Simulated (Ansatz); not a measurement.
H$_{5}$NSSi, SMILES `N[SiH2]S` at its PBE0-D4/def2-TZVP geometry, where that method's forces vanish. Total charge 0; spin multiplicity 1.

```xyz
8

N     0.7874   -0.7447    0.9338
Si   -0.4410   -0.1210   -0.0719
S     0.3408    1.3034   -1.4812
H     1.2045   -1.6375    0.7328
H     1.4065   -0.1470    1.4558
H    -1.4850    0.6032    0.6965
H    -1.0321   -1.2979   -0.7556
H    -0.7812    2.0414   -1.5102
```

Task: What forces (eV/Å) does PBE-D4/def2-TZVPP give on these atoms in the Gaussian-basis code of Ansatz? (Best estimate.)

Result: The calculation gave: 
```
N1  -0.110 -0.053  0.104
Si2 -0.168  0.068 -0.102
S3   0.300  0.021 -0.158
H4   0.155 -0.297 -0.058
H5   0.220  0.193  0.179
H6  -0.124  0.074  0.090
H7  -0.061 -0.148 -0.055
H8  -0.211  0.143  0.000
```
